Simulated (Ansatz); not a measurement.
**Scan of [BH₂···H···SiH₃], doublet**

Starting geometry:

```xyz
8

B    -2.3948    0.0000    0.0000
H    -2.9915    1.0336    0.0000
H    -2.9915   -1.0336    0.0000
H    -1.2013    0.0000    0.0000
Si    1.0212    0.0000    0.0000
H     1.4712   -1.4163    0.0000
H     1.4712    0.7081   -1.2265
H     1.4712    0.7081    1.2265
```

From there H4 is moved from one fragment to the other while all else, the fragments' distance too, stays fixed; atoms are numbered as listed. Energies are in eV, counted from the starting geometry at the same level. Kohn–Sham curves are unrestricted where that lies lower.

Basis cc-pVDZ; Ansatz 0.2.0. Only valence electrons are correlated (noble-gas cores frozen). R marks a restricted (for open shells ROHF) determinant, U an unrestricted one.

In so small a basis the reference is far from its limit while semilocal and hybrid functionals are nearer theirs (RPA and double hybrids share much of the reference's basis error), so the functionals' errors here hold much of the reference's basis and frozen-core error, which can add to them or hide them.

Full CI isn't at hand for all of this; UCCSDT(Q) serves as the reference, and is uncertain by about the last step of the cluster series.

| distance B1-H4 (Å) | UCCSDT(Q) | PBE | r2SCAN | PBE0 | B3LYP | wB97X-V | wB97M-V | B2PLYP | RPA-PBE |
| --- | --- | --- | --- | --- | --- | --- | --- | --- | --- |
| 1.194 | 0.000 | 0.000 | 0.000 | 0.000 | 0.000 | 0.000 | 0.000 | 0.000 | 0.000 |
| 1.305 | 0.106 | 0.036 | 0.068 | 0.069 | 0.080 | 0.083 | 0.095 | 0.100 | 0.092 |
| 1.529 | 0.573 | 0.371 | 0.448 | 0.460 | 0.479 | 0.511 | 0.538 | 0.542 | 0.523 |
| 1.752 | 0.715 | 0.552 | 0.603 | 0.625 | 0.633 | 0.662 | 0.696 | 0.687 | 0.654 |
| 1.976 | 0.706 | 0.725 | 0.697 | 0.726 | 0.712 | 0.715 | 0.733 | 0.711 | 0.655 |

(1) Judged by the spread of the error over the points with a reference (largest less smallest), which of these follows UCCSDT(Q) best and which worst?

## Answers

(1) Subtracting the UCCSDT(Q) column from each: best B2PLYP (errors from -0.031 to 0.005, spread 0.036 eV), worst PBE (from -0.202 to 0.020, spread 0.222 eV). Functionals and wave-function methods converge differently with the basis, so part of this is basis effect.
